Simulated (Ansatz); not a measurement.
# SiH2SF (SMILES F[SiH]S): UCCSD(T)/STO-3G

Aim: the vertical doublet–quartet gap of SiH2SF at UCCSD(T)/STO-3G, from 2 runs. 

The results are computed with Ansatz 0.2.0.

72 further runs of the same task are left out: 4 that didn't finish, 68 set aside as unsound or not needed.

**1. Starting point**

SiH2SF has 5 atoms, charge 0, and is taken as a doublet. As SMILES, `F[SiH]S`. The coordinates come from a PBE0-D4/def2-TZVP relaxation. This is one conformer, not always the lowest.

Bond lengths: F1–Si2 1.603 Å, Si2–S3 2.122 Å, Si2–H4 1.489 Å, S3–H5 1.344 Å. Angles: F1–Si2–S3 112.5°, F1–Si2–H4 107.6°, S3–Si2–H4 105.3°, Si2–S3–H5 95.0°.

**2. The energy at UCCSD(T)/STO-3G**

input.yaml reads:

```yaml
crystal:
  periodic: [false, false, false]
  atoms:
    - {symbol: F, position_ang: [-1.242300, -0.527200, 1.134200]}
    - {symbol: Si, position_ang: [-0.629400, -0.168000, -0.303300]}
    - {symbol: S, position_ang: [1.400700, 0.438500, -0.191800]}
    - {symbol: H, position_ang: [-0.621800, -1.416500, -1.115500]}
    - {symbol: H, position_ang: [1.142700, 1.599500, 0.435000]}
basis:
  gaussian:
    orbitals: STO-3G
magnetization:
  spin_polarized: true
  initial_magnetization: 1
correlation:
  method: ccsd_t
  frozen_orbitals: {F: 1, H: 0, S: 5, Si: 5}
accuracy: high
scf:
  omitted_lower_state_checks: [cluster_reference, increment]
```

Launch:

```bash
$ ansatz run input.yaml --threads 1 --pin off --max-ram 2610MiB --events-out events.jsonl --progress --plain --runs-dir runs
```

Log:

```text
Warning: RAYON_NUM_THREADS=1 ignored (pool sized by the plan → 1); use --threads N
Functional definition: HF
  name "HF"
  exchange = exact_x
  correlation = 0
these checks for a lower state are left out or cut short: cluster_reference, increment
461 factors; integrals over basis functions are off by at most 2.7e-8 eV
mean field evaluation 1: about -21167.2800 eV, gradient 1.4e1 eV
mean field evaluation 2: about -21167.3360 eV, gradient 1.4e1 eV
mean field evaluation 4: about -21169.3616 eV, gradient 1.3e0 eV
mean field evaluation 8: about -21169.4041 eV, gradient 1.6e-2 eV
mean field -21169.40409666 eV, -777.9612514149 hartree, gradient 6.5e-8 eV, S^2 0.753746; 0 other end points of the search recorded, 0 dependent functions left out
11 core orbitals not correlated: weight in the atoms' cores, before any rotation towards them, 1.000 or more for the frozen orbitals, at most 0.000 for the correlated occupied ones
reference -21169.40409666 eV, -777.9612514149 hartree; 10, 9 occupied and 4, 5 virtual orbitals, 461 factors
second order -1.82637262 eV of doubles, -0.00000000 eV of singles
cycle   1  -2.19845775 eV  change   -3.7e-1 eV  update   7.4e-2
cycle   2  -2.41857423 eV  change   -2.2e-1 eV  update   2.7e-2
cycle   3  -2.47065869 eV  change   -5.2e-2 eV  update   1.3e-2
cycle   4  -2.47186013 eV  change   -1.2e-3 eV  update   4.8e-3
cycle   5  -2.47140130 eV  change    4.6e-4 eV  update   1.8e-3
cycle   6  -2.47160437 eV  change   -2.0e-4 eV  update   7.1e-4
cycle   7  -2.47142332 eV  change    1.8e-4 eV  update   2.2e-4
cycle   8  -2.47141463 eV  change    8.7e-6 eV  update   9.1e-5
cycle   9  -2.47146756 eV  change   -5.3e-5 eV  update   4.4e-5
cycle  10  -2.47145810 eV  change    9.5e-6 eV  update   2.2e-5
cycle  11  -2.47145489 eV  change    3.2e-6 eV  update   9.9e-6
cycle  12  -2.47145098 eV  change    3.9e-6 eV  update   4.0e-6
cycle  13  -2.47145273 eV  change   -1.7e-6 eV  update   1.8e-6
cycle  14  -2.47145432 eV  change   -1.6e-6 eV  update   7.4e-7
cycle  15  -2.47145447 eV  change   -1.6e-7 eV  update   2.6e-7
cycle  16  -2.47145435 eV  change    1.2e-7 eV  update   1.1e-7
cycle  17  -2.47145425 eV  change    1.0e-7 eV  update   4.7e-8
cycle  18  -2.47145424 eV  change    1.2e-8 eV  update   2.1e-8
cycle  19  -2.47145392 eV  change    3.2e-7 eV  update   7.1e-8
cycle  20  -2.47145382 eV  change    1.0e-7 eV  update   2.6e-8
cycle  21  -2.47145381 eV  change    1.4e-8 eV  update   8.8e-9
cycle  22  -2.47145381 eV  change   -2.4e-9 eV  update   4.0e-9
cycle  23  -2.47145381 eV  change   -1.9e-9 eV  update   1.8e-9
cycle  24  -2.47145381 eV  change  -5.4e-10 eV  update  7.7e-10
perturbative correction -0.08522892 eV, -0.0031321049 hartree
Total energy: -21171.96077939 eV, -778.0552077721 hartree
Checks for a lower state left out: cluster_reference, increment
```

Run time: 0.4 s. Hardware: 1 thread of Arm Neoverse V1, shared host.

**3. The quartet at the same level**

molecule.yaml reads:

```yaml
crystal:
  periodic: [false, false, false]
  atoms:
    - {symbol: F, position_ang: [-1.242300, -0.527200, 1.134200]}
    - {symbol: Si, position_ang: [-0.629400, -0.168000, -0.303300]}
    - {symbol: S, position_ang: [1.400700, 0.438500, -0.191800]}
    - {symbol: H, position_ang: [-0.621800, -1.416500, -1.115500]}
    - {symbol: H, position_ang: [1.142700, 1.599500, 0.435000]}
basis:
  gaussian: {orbitals: STO-3G}
magnetization: {spin_polarized: true, initial_magnetization: 3}
correlation: {method: ccsd_t, frozen_orbitals: {F: 1, H: 0, S: 5, Si: 5}}
accuracy: high
scf: {omitted_lower_state_checks: [cluster_reference, increment]}
```

Launch:

```bash
$ ansatz run molecule.yaml --threads 1 --pin off --max-ram 2610MiB --events-out events.jsonl --progress --plain --runs-dir runs
```

Log:

```text
Warning: RAYON_NUM_THREADS=1 ignored (pool sized by the plan → 1); use --threads N
[... 4 set-up lines as earlier in the session ...]
these checks for a lower state are left out or cut short: cluster_reference, increment
461 factors; integrals over basis functions are off by at most 2.7e-8 eV
mean field evaluation 1: about -21158.9531 eV, gradient 1.1e1 eV
mean field evaluation 2: about -21159.0743 eV, gradient 1.1e1 eV
mean field evaluation 4: about -21160.7815 eV, gradient 2.0e0 eV
mean field evaluation 8: about -21161.1181 eV, gradient 7.7e-1 eV
mean field evaluation 16: about -21161.2437 eV, gradient 5.9e-7 eV
mean field evaluation 32: about -21160.5905 eV, gradient 5.6e0 eV
mean field -21161.24366214 eV, -777.6613609774 hartree, gradient 1.6e-8 eV, S^2 3.760130; 5 other end points of the search recorded, 0 dependent functions left out
11 core orbitals not correlated: weight in the atoms' cores, before any rotation towards them, 1.000 or more for the frozen orbitals, at most 0.000 for the correlated occupied ones
reference -21161.24366214 eV, -777.6613609774 hartree; 11, 8 occupied and 3, 6 virtual orbitals, 461 factors
second order -1.39460636 eV of doubles, -0.00000000 eV of singles
cycle   1  -1.73823214 eV  change   -3.4e-1 eV  update   6.8e-2
cycle   2  -1.95706530 eV  change   -2.2e-1 eV  update   2.9e-2
cycle   3  -2.00635973 eV  change   -4.9e-2 eV  update   1.6e-2
cycle   4  -2.01506516 eV  change   -8.7e-3 eV  update   9.4e-3
cycle   5  -2.01820859 eV  change   -3.1e-3 eV  update   5.5e-3
cycle   6  -2.02156977 eV  change   -3.4e-3 eV  update   4.1e-3
cycle   7  -2.02213225 eV  change   -5.6e-4 eV  update   3.1e-3
cycle   8  -2.02234560 eV  change   -2.1e-4 eV  update   2.3e-3
cycle   9  -2.02366513 eV  change   -1.3e-3 eV  update   1.6e-3
cycle  10  -2.02400382 eV  change   -3.4e-4 eV  update   1.1e-3
cycle  11  -2.02433025 eV  change   -3.3e-4 eV  update   7.8e-4
cycle  12  -2.02419140 eV  change    1.4e-4 eV  update   5.0e-4
cycle  13  -2.02424216 eV  change   -5.1e-5 eV  update   3.2e-4
cycle  14  -2.02441952 eV  change   -1.8e-4 eV  update   2.1e-4
cycle  15  -2.02446608 eV  change   -4.7e-5 eV  update   1.3e-4
cycle  16  -2.02447842 eV  change   -1.2e-5 eV  update   8.8e-5
cycle  17  -2.02444594 eV  change    3.2e-5 eV  update   6.3e-5
cycle  18  -2.02442556 eV  change    2.0e-5 eV  update   4.5e-5
cycle  19  -2.02443283 eV  change   -7.3e-6 eV  update   3.0e-5
cycle  20  -2.02444222 eV  change   -9.4e-6 eV  update   1.9e-5
cycle  21  -2.02445171 eV  change   -9.5e-6 eV  update   1.3e-5
cycle  22  -2.02445573 eV  change   -4.0e-6 eV  update   9.4e-6
cycle  23  -2.02445574 eV  change   -1.2e-8 eV  update   6.7e-6
cycle  24  -2.02445653 eV  change   -7.9e-7 eV  update   5.0e-6
cycle  25  -2.02445777 eV  change   -1.2e-6 eV  update   3.7e-6
cycle  26  -2.02445879 eV  change   -1.0e-6 eV  update   2.7e-6
cycle  27  -2.02445951 eV  change   -7.2e-7 eV  update   1.9e-6
cycle  28  -2.02445947 eV  change    4.6e-8 eV  update   1.3e-6
cycle  29  -2.02445929 eV  change    1.8e-7 eV  update   8.5e-7
cycle  30  -2.02445940 eV  change   -1.1e-7 eV  update   5.1e-7
cycle  31  -2.02445944 eV  change   -4.7e-8 eV  update   3.1e-7
cycle  32  -2.02445954 eV  change   -1.0e-7 eV  update   2.1e-7
cycle  33  -2.02445968 eV  change   -1.4e-7 eV  update   1.5e-7
cycle  34  -2.02445969 eV  change   -3.4e-9 eV  update   1.0e-7
cycle  35  -2.02445971 eV  change   -2.2e-8 eV  update   7.9e-8
cycle  36  -2.02445974 eV  change   -2.8e-8 eV  update   5.6e-8
cycle  37  -2.02445973 eV  change    8.4e-9 eV  update   4.3e-8
cycle  38  -2.02445973 eV  change  -1.3e-10 eV  update   3.0e-8
cycle  39  -2.02445950 eV  change    2.2e-7 eV  update   8.4e-8
cycle  40  -2.02445943 eV  change    7.6e-8 eV  update   4.1e-8
cycle  41  -2.02445942 eV  change    6.9e-9 eV  update   2.2e-8
cycle  42  -2.02445944 eV  change   -2.1e-8 eV  update   1.2e-8
cycle  43  -2.02445945 eV  change   -1.2e-8 eV  update   7.1e-9
cycle  44  -2.02445946 eV  change   -6.5e-9 eV  update   4.5e-9
cycle  45  -2.02445946 eV  change  -6.9e-10 eV  update   2.4e-9
cycle  46  -2.02445946 eV  change   9.5e-10 eV  update   1.2e-9
perturbative correction -0.06392796 eV, -0.0023493091 hartree
Total energy: -21163.33204955 eV, -777.7381077994 hartree
Checks for a lower state left out: cluster_reference, increment
```

It took 0.85 s on 1 thread of Arm Neoverse V1, shared host.

**4. Outcome**

Level: UCCSD(T)/STO-3G, 11 core orbitals frozen.

```
                                             quantity          value
                                doublet: total energy  -778.05521 Eh
doublet: correlation energy (11 core orbitals frozen)      -94.0 mEh
                              doublet: (T) correction      -3.13 mEh
           doublet: ⟨S²⟩ of the reference determinant          0.754
                               doublet: T1 diagnostic          0.015
                                quartet: total energy  -777.73811 Eh
quartet: correlation energy (11 core orbitals frozen)      -76.7 mEh
                              quartet: (T) correction      -2.35 mEh
           quartet: ⟨S²⟩ of the reference determinant          3.760
                               quartet: T1 diagnostic          0.021
     vertical energy of the quartet above the doublet       8.629 eV
```

What this shows: At this shape the quartet lies 8.63 eV (199 kcal/mol) above the doublet. In a minimal basis such a difference can be off by several eV, whatever the method. The triples (doublet) make up 3.3 % of the correlation energy. The triples (quartet) make up 3.1 % of the correlation energy.
